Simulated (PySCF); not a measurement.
The group X on HS-X is varied. All species are isolated molecules in the gas phase. One relaxed conformer stands for each flexible species; it need not be the lowest. Strings in code marks are SMILES.

Quantity: vertical ionisation energy (energy after one electron is removed minus that of the parent at the parent's geometry), in eV.

Level 1: B3LYP-D3(BJ)/def2-TZVP (PySCF)
Level 2: PBE-D3(BJ)/def2-TZVP // B3LYP-D3(BJ)/def2-TZVP (PySCF)
Level 3: minus the HOMO energy of B3LYP/6-31G* // B3LYP-D3(BJ)/def2-TZVP (PySCF)
Level 4: minus the HOMO energy of HF/STO-3G // B3LYP-D3(BJ)/def2-TZVP (PySCF)

```
species                                           level 2  level 3  level 4
------------------------------------------------  -------  -------  -------
`CS`                                                 9.28     6.42     7.06
`BS`                                                11.01     8.07     8.34
`O=CS` (O–C–S–H torsion 180°)                       10.26     7.55     7.75
`COS` (C–O–S–H torsion 81°)                          9.35     6.56     7.24
`[SiH3]OS` (Si–O–S–H torsion 88°)                    9.35     6.64     6.74
`FC(F)S` (F–C–S–H torsion 68°)                      10.31     7.40     7.94
`N#CCS`                                              9.97     7.30     7.98
`OCS` (H–O–C–S torsion 52°, O–C–S–H torsion 65°)     9.43     6.81     7.41
```

Question: What does level 1 give for each, and how far do the other levels lie from it on average?

Answer: 
- `CS`: 9.39
- `BS`: 10.98
- `O=CS` (O–C–S–H torsion 180°): 10.46
- `COS` (C–O–S–H torsion 81°): 9.52
- `[SiH3]OS` (Si–O–S–H torsion 88°): 9.53
- `FC(F)S` (F–C–S–H torsion 68°): 10.49
- `N#CCS`: 10.15
- `OCS` (H–O–C–S torsion 52°, O–C–S–H torsion 65°): 9.68
Mean absolute difference from level 1, which has limits of its own, over these rows (drawn at random from the members that have all these levels): level 2 0.163 eV, level 3 2.93 eV, level 4 2.47 eV.
